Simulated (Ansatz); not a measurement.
Abridged output of a molecular run in Ansatz:

```
Functional definition: HF
  name "HF"
  cite "Fock, Z. Phys. 61, 126 (1930) doi:10.1007/BF01340294"
  parent pbe
  exchange = exact_x
  correlation = 0
1474 factors; integrals over basis functions are off by at most 1.1e-3 eV
mean field evaluation 1: about -18591.7161 eV, gradient 4.7e1 eV
mean field evaluation 2: about -18592.0620 eV, gradient 4.7e1 eV
mean field evaluation 4: about -18597.3044 eV, gradient 4.8e0 eV
mean field evaluation 8: about -18597.4495 eV, gradient 7.3e-1 eV
mean field evaluation 16: about -18597.4543 eV, gradient 2.5e-6 eV
mean field -18597.45429567 eV, -683.4438395585 hartree, gradient 2.4e-6 eV, S^2 0.000000; 0 other end points of the search recorded, 0 dependent functions left out; unrestricted orbitals would lower it
10 core orbitals not correlated: weight in the atoms' cores, before any rotation towards them, 1.000 or more for the frozen orbitals, at most 0.000 for the correlated occupied ones
reference -18597.45429567 eV, -683.4438395585 hartree; 17, 17 occupied and 212, 212 virtual orbitals, 1474 factors
second order -30.70835002 eV of doubles, -0.00000000 eV of singles
cycle   1  -30.43859432 eV  change    2.7e-1 eV  update   1.3e-1
cycle   2  -31.24051528 eV  change   -8.0e-1 eV  update   4.3e-2
cycle   3  -31.43731944 eV  change   -2.0e-1 eV  update   2.1e-2
cycle   4  -31.42122320 eV  change    1.6e-2 eV  update   5.7e-3
cycle   5  -31.41725430 eV  change    4.0e-3 eV  update   2.7e-3
cycle   6  -31.41921632 eV  change   -2.0e-3 eV  update   8.8e-4
cycle   7  -31.41901295 eV  change    2.0e-4 eV  update   3.9e-4
cycle   8  -31.41875599 eV  change    2.6e-4 eV  update   1.3e-4
cycle   9  -31.41878468 eV  change   -2.9e-5 eV  update   5.7e-5
cycle  10  -31.41883365 eV  change   -4.9e-5 eV  update   2.0e-5
cycle  11  -31.41879655 eV  change    3.7e-5 eV  update   8.0e-6
perturbative correction -1.46531573 eV, -0.0538493599 hartree
Total energy: -18630.33840794 eV, -684.6523083950 hartree
```

Its atoms:

```xyz
9

N     0.129   -2.200    0.878
C     0.481   -1.187    0.215
N    -0.267   -0.004    0.165
C     0.129    0.979   -0.504
F     1.264    1.007   -1.214
S    -0.687    2.507   -0.663
H    -0.757   -2.010    1.349
H     1.413   -1.223   -0.351
H    -1.706    2.131    0.125
```

Task: Which basis set was used?
A. def2-QZVPP
B. cc-pV(Q+d)Z
C. def2-TZVPPD
D. def2-TZVPP

Result: D. It gives 239 functions.

Task: Write the keys of the input that set method, charge and spin (a neutral closed shell needs none for the last two).

Result: 
```yaml
correlation: {method: ccsd_t}
```
